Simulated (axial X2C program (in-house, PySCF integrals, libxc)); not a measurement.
## Worked dissociation energy of HF: CCSD(T), scalar-relativistic

All values were computed with an axial X2C code built on PySCF integrals. Spin-free means the one-electron spin-free X2C Hamiltonian. Basis: F dyall-av3z [7s6p3d2f], H dyall-v3z [6s2p1d] (cores contracted in-house); Gaussian nuclei, density fitting, unrestricted open shells. Masses: F 18.998 u, H 1.008 u.

Molecular state: M_S = 0, Λ = 0 (closed shell).

Correlated methods: 8 electrons correlated (number of frozen shells: F 1 s; H none), 128 virtual spin orbitals or spinors in MP2, 86 natural virtuals in coupled cluster.

| Property | Result |
| --- | --- |
| E(F) (2M_S = 1, M_L = 0) | -99.730538 hartree |
| E(H) (2M_S = 1, M_L = 0) | -0.500004 hartree |
| E(HF) at Re | -100.451385 hartree |
| ωe | 4111.3 cm⁻¹ |
| ωexe | 88.6 cm⁻¹ |

**Question.** Work out De and D0.

**Answer.** De = -99.730538 + (-0.500004) − (-100.451385) = 0.22084 hartree = 6.009 eV. The zero-point energy is ωe/2 − ωexe/4 = 2033 cm⁻¹ = 0.252 eV, so D0 = 5.757 eV.

Occupations by symmetry block were frozen at the best pattern of an incomplete PBE0 search. The closed shell is kept restricted, so the energy runs too high when the bond is stretched far. De is counted from the lowest determinant-based energies of the atoms at the same level, without counterpoise correction. CCSD and (T) use frozen natural virtuals with an MP2 correction for the truncation; (T) itself is uncorrected, so its De runs slightly low.

Each atomic determinant is the lowest at this level and need not be a pure term. Totals compare only within one Hamiltonian and basis.
